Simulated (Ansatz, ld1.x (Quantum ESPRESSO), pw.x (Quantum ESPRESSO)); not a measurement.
**From atom to crystal: RRKJ potential for lithium**

ld1.x (Quantum ESPRESSO) 7.5 input, shortened:

```
&input
   title='Li', zed=3., rel=1, dft='PW', iswitch=3,
   config='[He] 2s1 2p0 3d-2'
 /
 &inputp
   pseudotype=2, tm=.false., lloc=0,
   nlcc=.true., rcore=2.40
 /
3
2P  2  1   0.00   0.00  4.20  4.20  0.0
3D  3  2  -2.00   0.35  4.40  4.40  0.0
2S  1  0   1.00   0.00  2.55  2.55  0.0
 &test
   configts(1)='2s1 2p0'
 /
```

Atomic tests: cutoffs needed: 6 Ry and 6 Ry (the cutoffs (Ry, on a coarse ladder) from which the occupation-weighted sum of valence levels, in a spherical-Bessel basis at the reference potential, stays within 10 and 1 mRy of its value at 400 Ry); ghost test: no extra level below or beside the all-electron valence levels (p, d, s, f tested) (spherical-Bessel basis up to 400 Ry, 20 bohr box); largest excitation error: +4.1 meV (all-electron minus pseudo) for 2s0.5 2p0, out of 2 test configurations.

Crystal test: diamond Li in pw.x 7.5, no spin, 8³ k-points, Fermi–Dirac smearing 0.01 Ry, cutoffs 50/200 Ry. The reference is all-electron LAPW (Ansatz 0.2.0) with the same functional, mesh and smearing; V0 and B0 come from Birch–Murnaghan fits to the pressures at five volumes. Errors are pseudo minus all-electron; Δ is the rms difference of the E(V) curves that follow from these fits, minima aligned, over ±6 % about the mean V0. Mesh and smearing are coarse, so the numbers serve the comparison and aren't converged zero-temperature values; the lattice is a test structure that the element need not adopt.

```csv
V (Å³/atom),P all-electron (GPa),P pseudo (GPa)
22.439,0.31,-0.44
23.029,0.14,-0.55
23.620,-0.01,-0.64
24.210,-0.15,-0.73
24.801,-0.27,-0.81
```

All-electron: a0 = 5.734 Å (V0 = 23.57 Å³/atom), B0 = 5.8 GPa.

Pseudopotential: mean pressure error (GPa): -0.64. The pressure does not cross zero within the volumes sampled, so no fit is given. The largest radius (4.40 bohr) exceeds half the bond length (2.35 bohr), so the spheres overlap, which is one possible source of error among others. This is a poor potential for the solid. The atomic tests give no hint of an error of this size, and its cause was not traced.

Question: At the middle volume, how do free energy and pressure move when the wave cutoff is lowered (ecutrho kept at four times it)?

Answer:

```json
{"cutoff (Ry)": "22", "shift of F (meV/atom)": "+0.1", "shift of P (GPa)": "-0.00"}
{"cutoff (Ry)": "30", "shift of F (meV/atom)": "+0.1", "shift of P (GPa)": "-0.00"}
{"cutoff (Ry)": "40", "shift of F (meV/atom)": "+0.0", "shift of P (GPa)": "+0.00"}
```

The run at the middle volume (29 k-points, 6 iterations) took about 5.1 s on one core of a shared host (Neoverse-V1, 32 threads, 247 GiB, load 27).
